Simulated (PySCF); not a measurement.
C4H2ClN.
Numbering: `[N:1]#[C:2][C@@H:3]1[CH:4]=[C:5]1[Cl:6]` (hydrogens: H7 on C3; H8 on C4)

Level of theory: PySCF, TDDFT wB97X-D/def2-SVPD, vertical, gas phase, core orbitals frozen in the response. Geometry: PBE0-D3(BJ)/def2-SVP; no solvent, vibrations or thermal averaging.

| state | E (eV) | λ (nm) | f | main configurations (H = HOMO, L = LUMO) |
| --- | --- | --- | --- | --- |
| S1 | 6.48 | 191.2 | 0.033 | H-1→L (69%), H→L (19%) |
| S2 | 6.55 | 189.2 | 0.111 | H→L (72%), H-1→L (18%) |
| S3 | 6.90 | 179.7 | 0.011 | H→L+1 (89%) |
| S4 | 7.17 | 172.8 | 0.0019 | H-2→L (68%) |
| S5 | 7.36 | 168.5 | 0.024 | H-1→L+1 (23%), H-1→L+4 (22%), H-1→L+2 (13%) |
| S6 | 7.61 | 162.9 | 0.053 | H-1→L+1 (26%), H-1→L+2 (18%), H-2→L+4 (10%) |
| S7 | 7.73 | 160.4 | 0.017 | H-3→L (21%), H-2→L+1 (20%), H-1→L+1 (12%) |
| S8 | 7.80 | 159.0 | 0.014 | H→L+2 (74%) |
| S9 | 7.93 | 156.3 | 0.0021 | H→L+3 (73%) |
| S10 | 8.06 | 153.8 | 0.0087 | H-3→L+1 (27%), H-1→L+3 (17%), H-2→L+1 (12%) |

Triplets (Tamm–Dancoff): T1 4.35 eV, H→L (90%); T2 5.89 eV, H-1→L (54%), H-1→L+1 (12%); T3 6.38 eV, H-1→L (34%), H-1→L+1 (14%); T4 6.39 eV, H→L+1 (77%).

The lowest singlet comes at 191 nm (626 kJ/mol) in the vacuum ultraviolet; it is of moderate strength; its leading configuration is HOMO-1→LUMO (69%). The most intense listed level is S2 at 6.55 eV (189 nm, f = 0.111), 0.07 eV above S1. Löwdin shares by element: HOMO carbon 63% or more, chlorine 24%; LUMO carbon 65% or more, chlorine 13%, hydrogen 7% or more. Of the 10 states listed, 7 reach f = 0.01 and none stays under 0.0005. Weighted by f, the mean energy of these states is 7.03 eV. Orbital energies (eV): HOMO-3 -12.07, HOMO-2 -11.42, HOMO-1 -10.70, HOMO -10.18, LUMO 0.75, LUMO+1 1.49, LUMO+2 2.13. The vertical ionisation energy (ΔSCF) is 10.50 eV, 2.44 eV above S10. Only the lowest 10 singlets were computed, as vertical energies without vibronic structure.
